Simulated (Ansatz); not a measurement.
Molecule (SMILES): C#N (CH-N).
Atoms: C1, N2, H3. Bonds: C1-N2, C1-H3.

Basis-set convergence of the harmonic zero-point energy at CCSD(T) with Ansatz (an electronic-structure program). Each level at its own minimum, finite differences of forces, unscaled; the reference is a large set that could be run, not a limit. Cartesian d functions, on some or all atoms, in 6-31G*, 6-31+G*; all else is spherical. Cores are frozen. No added dispersion term, no relativity. Reference: the value in aug-pcseg-2, 10.04 kcal/mol, itself unsure by roughly 0.06 kcal/mol (its mean distance from aug-cc-pVTZ, def2-TZVPPD). Deviations are taken from unrounded values.

| basis | functions | harmonic zero-point energy (kcal/mol) |
|---|---|---|
| 6-31G* | 32 | 10.00 |
| 6-31+G* | 40 | 9.86 |
| cc-pVDZ | 33 | 9.95 |
| aug-cc-pVDZ | 55 | 9.83 |
| def2-SVP | 33 | 10.03 |
| def2-SVPD | 48 | 9.95 |
| pcseg-1 | 33 | 10.01 |
| aug-pcseg-1 | 55 | 9.96 |
| 6-311G** | 42 | 10.08 |
| 6-311+G** | 50 | 9.97 |
| def2-TZVP | 68 | 10.01 |
| def2-TZVPD | 83 | 10.00 |
| cc-pVTZ | 74 | 9.99 |
| aug-cc-pVTZ | 115 | 9.97 |
| pcseg-2 | 74 | 10.05 |
| aug-pcseg-2 | 115 | 10.04 |
| def2-TZVPP | 76 | 9.99 |
| def2-TZVPPD | 91 | 9.99 |

What the diffuse functions change, pair by pair:
- 6-31G* to 6-31+G*: 8 more functions, deviation -0.05 to -0.18 kcal/mol
- cc-pVDZ to aug-cc-pVDZ: 22 more functions, deviation -0.09 to -0.21 kcal/mol
- def2-SVP to def2-SVPD: 15 more functions, deviation -0.01 to -0.09 kcal/mol
- pcseg-1 to aug-pcseg-1: 22 more functions, deviation -0.03 to -0.09 kcal/mol
- 6-311G** to 6-311+G**: 8 more functions, deviation 0.03 to -0.07 kcal/mol
- def2-TZVP to def2-TZVPD: 15 more functions, deviation -0.03 to -0.04 kcal/mol
- cc-pVTZ to aug-cc-pVTZ: 41 more functions, deviation -0.06 to -0.07 kcal/mol
- pcseg-2 to aug-pcseg-2: 41 more functions, deviation 0.01 to 0.00 kcal/mol
- def2-TZVPP to def2-TZVPPD: 15 more functions, deviation -0.05 to -0.05 kcal/mol

Leaving out the reference's own pair, they bring the value nearer the reference by more than 0.06 kcal/mol in 0 of 8 pairs.
